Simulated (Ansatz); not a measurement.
We consider rock-salt RbBr, described by PBEsol (PAW; Ansatz, a first-principles code).

Run with plane-wave cutoff 520 eV, 8×8×8 k mesh, Fermi–Dirac smearing 0.01 eV, scalar-relativistic PAW data made under PBE.

A third-order Birch–Murnaghan fit to the energies gives V0 = 40.077 Å³/atom, B0 = 13.9 GPa, B′ = 5.1.

```
V (Å³/atom)     P (GPa)
-----------  ----------
37.678            1.006
38.479            0.628
39.281            0.294
40.083           -0.002
40.884           -0.263
41.686       (withheld)
42.488       (withheld)
```

Problem. Estimate the withheld pressures from this fit; the answers are the runs' own values.

Solution. 
- 41.686, P (GPa): -0.494
- 42.488, P (GPa): -0.698

The formula P = (3/2) B0 (x^(7/3) − x^(5/3)) [1 + (3/4)(B′ − 4)(x^(2/3) − 1)] with x = V0/V meets the computed pressures within 0.01 GPa when these rounded values are put in.

Measured, for comparison: bulk modulus 16 GPa (4 K, no zero-point or thermal correction; as tabulated in Doll and Stoll (1998), arXiv:cond-mat/9801031); equilibrium volume per atom 39.69 Å³/atom (low temperature, no zero-point or thermal correction; as tabulated in Doll and Stoll (1998), arXiv:cond-mat/9801031). Computed less measured: bulk modulus -13 %, equilibrium volume per atom +1.0 %.

Computed values are for the static lattice.
